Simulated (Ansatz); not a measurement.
Below is the output of a Python script on Ansatz 0.2.0 through its Python package that makes a ladder of methods at one geometry of C5H5 (charge +1), SMILES C=Cc1c[cH+]1. Write a script that gives it. Settings (for the species named): BLYP, cc-pVDZ basis, multiplicity 1. The script varies functional: blyp, revpbe, lc_wpbe, b3lyp, r2scan0.

```yaml
atoms:
  - { symbol: C, position_ang: [-1.4984, -0.7268, 0.6798] }
  - { symbol: C, position_ang: [-0.3576, -0.7353, -0.0190] }
  - { symbol: C, position_ang: [0.1622, 0.4283, -0.6429] }
  - { symbol: C, position_ang: [1.3723, 0.6593, -1.1279] }
  - { symbol: C, position_ang: [0.7795, 1.6569, -0.3058] }
  - { symbol: H, position_ang: [-2.0842, 0.1785, 0.8092] }
  - { symbol: H, position_ang: [-1.8742, -1.6362, 1.1376] }
  - { symbol: H, position_ang: [0.1940, -1.6650, -0.1342] }
  - { symbol: H, position_ang: [2.1935, -0.0284, -1.0957] }
  - { symbol: H, position_ang: [1.1129, 1.8685, 0.6990] }
```

`python methods_c5h5.py` gives:
```text
functional    E (Ha)        dipole (D)   HOMO (eV)  LUMO (eV)
blyp          -192.997584     1.399     -12.429     -9.993
revpbe        -193.041615     1.421     -12.579    -10.093
lc_wpbe       -192.931238     1.699     -16.187     -6.690
b3lyp         -193.083780     1.495     -13.376     -9.324
r2scan0       -192.941383     1.570     -13.751     -9.043
```

The script that was run (others could print the same):

The script, `methods_c5h5.py`:
```python
'''One geometry of C5H5(+), method by method.'''

from pathlib import Path
import warnings

import ansatz as az
import numpy as np

warnings.simplefilter('ignore', az.DeckWarning)

geometry_ang = [
    ('C', (-1.4984, -0.7268, 0.6798)),
    ('C', (-0.3576, -0.7353, -0.019)),
    ('C', (0.1622, 0.4283, -0.6429)),
    ('C', (1.3723, 0.6593, -1.1279)),
    ('C', (0.7795, 1.6569, -0.3058)),
    ('H', (-2.0842, 0.1785, 0.8092)),
    ('H', (-1.8742, -1.6362, 1.1376)),
    ('H', (0.194, -1.665, -0.1342)),
    ('H', (2.1935, -0.0284, -1.0957)),
    ('H', (1.1129, 1.8685, 0.699)),
]
molecule = az.Crystal.molecule()
for symbol, xyz in geometry_ang:
    molecule = molecule.atom(symbol, xyz)

setup = molecule.calculation().basis(gaussian='cc-pVDZ').charge(1)

print('functional    E (Ha)        dipole (D)   HOMO (eV)  LUMO (eV)')
for name in ['blyp', 'revpbe', 'lc_wpbe', 'b3lyp', 'r2scan0']:
    report = setup.functional(name).forces().orbitals().run(runs_dir='runs').report
    lines = Path(report['orbitals_path']).read_text().splitlines()
    field_of = lambda key: [line.split('=')[1].strip() for line in lines if line.startswith(key)]
    orbitals = [(27.211386 * float(e), s, float(n)) for e, s, n in zip(field_of('Ene='), field_of('Spin='), field_of('Occup='))]
    homo = max(e for e, _, n in orbitals if n > 0.5)
    lumo = min(e for e, _, n in orbitals if n < 0.5)
    dipole = 4.803205 * np.linalg.norm(report['charge_distribution']['dipole_moment_e_ang'])
    print(f'{name:10s} {report["free_energy_ev"] / 27.211386246:14.6f} {dipole:9.3f} {homo:11.3f} {lumo:10.3f}')
```

Total energies depend on the basis set; only differences at equal settings carry meaning. The geometry is a force-field or estimated start, not a minimum of this method, and the basis set is short of its limit. A lower total doesn't mark the better method: functionals have no common bound, and MP2 and coupled cluster aren't variational. An ion's dipole depends on the origin; the program takes it about the centre of nuclear charge. b3lyp holds the VWN-RPA fit, as in Gaussian; the form of ORCA and Turbomole is b3lyp5. Levels such as HOMO and LUMO are orbital energies: with these approximate functionals they aren't the ionisation energy and electron affinity, and their gap isn't the fundamental gap. It ran for 20 s on 1 thread of Arm Neoverse V1 (shared host), peak memory 0.25 GiB.

(Lines on the test bed's own set-up are left out of the output.)
